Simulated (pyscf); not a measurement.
Thermochemistry of product channels of chloroethane (H₃C–CH₂–Cl) + H atom (H•) on the doublet surface, in kJ/mol, from ωB97M-D3(BJ)/def2-TZVP energies (ideal gas, 1 atm, RRHO with modes under 100 cm⁻¹ raised to 100, one conformer, R ln 2 for rigid chiral ones). Single points on ωB97X-D3(BJ)/def2-SVP structures (PySCF, gas phase).

| products | ΔE | ΔH(298 K) | ΔG(298 K) | ΔG(600 K) |
|---|---|---|---|---|
| ethyl (•H₂C–CH₃) + hydrogen chloride (HCl) | (withheld) | -75.2 | -91.4 | -107.8 |
| methane (CH₄) + •H₂C–Cl | -68.8 | -64.9 | -78.7 | (withheld) |
| H₃C–CH•–Cl + hydrogen (H₂) | (withheld) | -26.4 | -35.3 | -45.4 |

Q: Complete the blanks.

A: 
- ethyl (•H₂C–CH₃) + hydrogen chloride (HCl), ΔE: -75.8
- methane (CH₄) + •H₂C–Cl, ΔG(600 K): -92.3
- H₃C–CH•–Cl + hydrogen (H₂), ΔE: -17.3

These are energies of the channels, which say nothing of barriers.
